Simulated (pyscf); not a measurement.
Homolytic dissociation enthalpies at 298 K of Ge–Ge, Ge–Si, Si–Si, Sn–Sn bonds in 8 gas-phase molecules, in kcal/mol. Single points on ωB97X-D3(BJ)/def2-SVP structures (PySCF, gas phase). Both columns use the same structures and thermal terms. Rows were drawn at random from the closed-shell molecules with such a bond whose radicals are computed, keep their shape and have no isomer in the data more than 5 kcal/mol lower.

```csv
row,molecule,radicals,r²SCAN/def2-TZVP,ωB97M-D3(BJ)/def2-TZVP
1,HO–Si(SiH₃)(SiH₃)–SiH₃,HO–Si•(SiH₃)–SiH₃ + SiH₃•,65.8,71.8
2,HO–SnH₂–SnH₃,HO–SnH₂• + SnH₃•,52.2,54.6
3,F–GeH(GeH₃)–GeH₃,F–GeH•–GeH₃ + GeH₃•,63.7,64.9
4,H₂N–Si(SiH₃)(SiH₃)–SiH₂–Cl,H₂N–Si•(SiH₃)–SiH₃ + •H₂Si–Cl,63.2,70.2
5,Cl–SiH₂–SiH(Cl)–Cl,•H₂Si–Cl + Cl–SiH•–Cl,68.1,75.4
6,F–SiH₂–SiH(SiH₃)–SiH₃,F–SiH₂• + H₃Si–SiH•–SiH₃,67.6,?
7,H₃Si–SiH(SiH₃)–GeH₃,H₃Si–SiH•–SiH₃ + GeH₃•,65.5,69.1
8,F–SiH₂–Si(SiH₃)(SiH₃)–Cl,F–SiH₂• + H₃Si–Si•(SiH₃)–Cl,66.7,73.0
```

Q: Fit a line that carries the r²SCAN values to the last column and predict row 6.

A: In the 7 complete rows the last column lies 1.2 to 7.3 kcal/mol from r²SCAN (mean 4.8, median 6.0). Least squares gives y = -11.1 + 1.25·x with residuals of 1.9 kcal/mol (root mean square). For row 6: -11.1 + 1.25 × 67.6 = 73.4 kcal/mol. The computed value is 73.9 kcal/mol, 0.5 over the line. Elements up to Kr have no core potential and no relativistic terms here. Elements past Kr carry the def2 core potentials, without spin-orbit coupling.
